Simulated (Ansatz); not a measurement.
Geometry optimisation, RKS B3LYP/def2-SVP in Ansatz 0.2.0.

input.yaml

```yaml
crystal:
  periodic: [false, false, false]
  atoms:
    - { symbol: Al, position_ang: [0.0, 0.0, 0.0] }
    - { symbol: F, position_ang: [0.0, 0.0, 2.04] }
    - { symbol: H, position_ang: [1.351, 0.0, -0.78] }
    - { symbol: H, position_ang: [-1.351, 0.0, -0.78] }
    - { symbol: S, position_ang: [0.107, -2.427, 0.8072] }
    - { symbol: H, position_ang: [-0.6505, -3.2374, -0.0469] }
    - { symbol: H, position_ang: [0.0529, -1.1996, 1.9334] }
basis:
  gaussian: { orbitals: def2-SVP }
hamiltonian:
  xc: b3lyp
relax:
  f_tol: 0.15
  max_steps: 25
  restrain:
    - { distance: [0, 4], at: 3.46, k: 30.0 }
    - { distance: [6, 1], at: 2.12, k: 30.0 }
    - { distance: [0, 1], at: 1.69, k: 30.0 }
    - { distance: [6, 4], at: 1.4, k: 30.0 }
```

Run as:

```bash
$ ansatz run input.yaml --threads 1 --pin off --max-ram 2048MiB --backend cpu --events-out ev --progress --plain --runs-dir out
```

Where does it end, and by what steps?

It converged. The restraints hold the end off the free minimum. After 7 steps the energy has fallen by 1.803 eV (the restraints' own energy left out); H7 moved furthest, 0.75 Å. Parted: Al1–S5.

```json
{"step": "0", "energy less start (eV)": "0.0000", "largest force component (eV/Å)": "2.281", "accepted": "yes"}
{"step": "1", "energy less start (eV)": "0.1910", "largest force component (eV/Å)": "2.269", "accepted": "yes"}
{"step": "2", "energy less start (eV)": "-0.3924", "largest force component (eV/Å)": "2.068", "accepted": "yes"}
{"step": "3", "energy less start (eV)": "-1.1978", "largest force component (eV/Å)": "1.455", "accepted": "yes"}
{"step": "4", "energy less start (eV)": "-1.6116", "largest force component (eV/Å)": "1.456", "accepted": "yes"}
{"step": "5", "energy less start (eV)": "-1.7354", "largest force component (eV/Å)": "0.919", "accepted": "yes"}
{"step": "6", "energy less start (eV)": "-1.7747", "largest force component (eV/Å)": "0.800", "accepted": "yes"}
{"step": "7", "energy less start (eV)": "-1.8034", "largest force component (eV/Å)": "0.672", "accepted": "yes"}
```

```xyz
7
Properties=species:S:1:pos:R:3
Al 0.073 0.287 -0.104
F -0.048 0.196 1.579
H 1.483 0.643 -0.707
H -1.296 0.161 -0.879
S 0.304 -2.991 0.945
H -0.981 -3.239 0.578
H -0.027 -1.922 1.761
```

Time of the run: 22 s on 1 thread of Arm Neoverse V1, with other jobs on the host, peak memory 0.12 GiB.
